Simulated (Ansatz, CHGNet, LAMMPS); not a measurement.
# Elastic constant C12 of zinc-blende GaAs: levels of theory against measurement

Reference value: 53 GPa (measured, temperature not stated, no zero-point or thermal correction; as tabulated in Råsander and Moram (2015), arXiv:1505.02379).

Problem. Put these levels in order of the elastic constant C12 that they give for zinc-blende GaAs, smallest first: BOP GaAs.bop.table (LAMMPS), CHGNet 0.3.0, LC-ωPBE (Ansatz, an electronic-structure program), r²SCAN (Ansatz).

Solution. CHGNet 0.3.0 (11.3 GPa), r²SCAN (49.9 GPa), BOP GaAs.bop.table (53.5 GPa), LC-ωPBE (66.2 GPa)

Unless a cell is named, each level is at its own relaxed cell (BOP GaAs.bop.table 22.71, CHGNet 0.3.0 23.67, r²SCAN 22.75, LC-ωPBE 21.64 Å³/atom).

Differences against the reference: BOP GaAs.bop.table +0.9 %, CHGNet 0.3.0 -79 %, r²SCAN -5.8 %, LC-ωPBE +25 %.

The reference isn't brought to a static lattice, while the calculations are for one, so the differences are not the levels' errors alone.  Each level is taken at its own relaxed cell. Cutoffs and k meshes differ between the levels. Ansatz's density-functional and Hartree–Fock values are scalar-relativistic unless marked +SOC, with PAW data made under PBE.

Empirical potentials (BOP GaAs.bop.table) are fitted to chosen data: where that held the value shown, agreement is built in, and what lay outside the fit can be far off. Machine-learned potentials (CHGNet 0.3.0) are trained on DFT data: a solid inside that data is no test of them.

Differences are worked out from the printed values.
